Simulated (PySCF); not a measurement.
A PySCF script (with the pyscf-properties extension) for the NMR shieldings of Nitrosyl fluoride (SMILES FN=O), on a PBE0-D3(BJ)/def2-SVP geometry:

```python
import basis_set_exchange as bse
import numpy as np
from pyscf import gto, dft
from pyscf.prop import nmr

atoms = """
O    -0.397837    0.898890   -0.288985
N     0.454740    0.175679   -0.085348
F    -0.055311   -1.108456    0.355604
"""
names = dict.fromkeys(["O", "N", "F"], "pcSseg-1")
basis = {el: gto.basis.parse(bse.get_basis(n, elements=[el], fmt="nwchem")) for el, n in names.items()}
mol = gto.M(atom=atoms, basis=basis, charge=0, verbose=0)
mf = dft.RKS(mol, xc="PBE0")
mf.grids.level = 2
mf.grids.alignment = dft.numint.BLKSIZE   # the property module wants whole blocks of grid points
mf.conv_tol = 1e-9
mf.kernel()

calc = nmr.RKS(mf)   # GIAO
C = mf.mo_coeff
Co = C[:, mf.mo_occ > 0]
resp = mf.gen_response(singlet=True, hermi=2)
def vind(x):   # induced exchange potential for any number of trial vectors
    d = np.einsum("pi,xij,qj->xpq", C, 2 * x.reshape(-1, C.shape[1], Co.shape[1]), Co, optimize=True)
    return np.einsum("xpq,pi,qj->xij", resp(d - d.transpose(0, 2, 1)), C, Co, optimize=True).ravel()
mo1, _ = nmr.rhf.solve_mo1(calc, with_cphf=vind)
sigma = calc.kernel(mo1)
for i, s in enumerate(sigma):   # ppm
    print("%2d %-2s %9.2f" % (i, mol.atom_pure_symbol(i), np.trace(s) / 3))
```

Task: Give the expected output.

Result: 
```
 0 O    -526.83
 1 N    -303.15
 2 F    -341.12
```

These numbers come from an equivalent density-fitted implementation of the same equations, which agrees with the script to about 0.01 ppm for H and up to a few tenths of a ppm for heavy atoms, so last digits may differ.

Task: Turn these shieldings into chemical shifts. References, each an isolated molecule treated in the same way: ¹⁷O (334.56 ppm) against H2O; ¹⁵N (265.67 ppm) vs NH3; ¹⁹F (177.25 ppm) against CFCl3.

Result: Averaging equivalent atoms: O 0: 861.4; N 1: 568.8; F 2: 518.4 ppm. Unscaled 19F shifts against computed CFCl3 carry errors that often reach 10 to 50 ppm. Unscaled 17O shifts of doubly bonded oxygen tend to come out too high, by tens of ppm or more. Experimental scales use liquid or dissolved standards, which lie at an offset from isolated NH3 (liquid NH3: subtract about 20 ppm) and H2O (liquid H2O: subtract about 36 ppm). Unscaled 15N shifts of sp2 nitrogen come out 20 to 40 ppm too high even then.

Size and cost of the density-fitted run: 51 basis functions, 1.6 s wall time on 1 thread of an Arm Neoverse V1, shared host; peak memory 0.28 GiB.
